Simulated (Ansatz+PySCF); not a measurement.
The numbers below are computed, except where a source is named.
Input for Ansatz (development build ahead of 0.2.0):

```yaml
crystal:
  periodic: [false, false, false]
  atoms:
    - { symbol: "N", position_ang: [0.0, 0.0, 0.0] }
    - { symbol: Si, position_ang: [0.81558, 1.08744, 2.35438] }
basis:
  gaussian: { orbitals: STO-3G }
magnetization:
  initial_magnetization: 1
hamiltonian:
  xc: hf
correlation:
  method: fci
  frozen_orbitals: { "N": 1, Si: 5 }
```

The input is written out in the form of the current development build from the run's settings.

Output:

```json
{"Converged": "yes", "Total energy": "-339.21284 hartree", "State": "lowest doublet root, of any spatial symmetry"}
```
